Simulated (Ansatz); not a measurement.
Cartesian coordinates in Å:
```
C -0.5700 -0.5746 -1.5253
C -0.1355 -0.1039 -0.3956
C 0.3405 0.3809 0.7134
O 0.7384 -0.3646 1.7655
Cl 0.5663 2.0963 0.9040
H -1.6328 -0.6848 -1.7251
H 0.1138 -0.8802 -2.3135
H 0.5794 0.1308 2.5765
```

Total charge 0; spin multiplicity 1.

Question: List the CAM-B3LYP/def2-TZVPP orbital energies in eV (Ansatz 0.2.0). (An estimate is asked.)

Answer: The calculation gave: Occupied: -2764.95, -523.78, -282.17, -279.50, -279.36, -259.69, -198.81, -198.57, -198.57, -31.88, -26.03, -23.75, -21.32, -17.75, -16.11, -15.22, -14.58, -13.78, -12.42, -11.13, -10.84, -9.60, -8.20. Lowest empty: 0.33, 1.61, 2.01, 2.76, 2.94, 4.38, 4.75, 5.81.
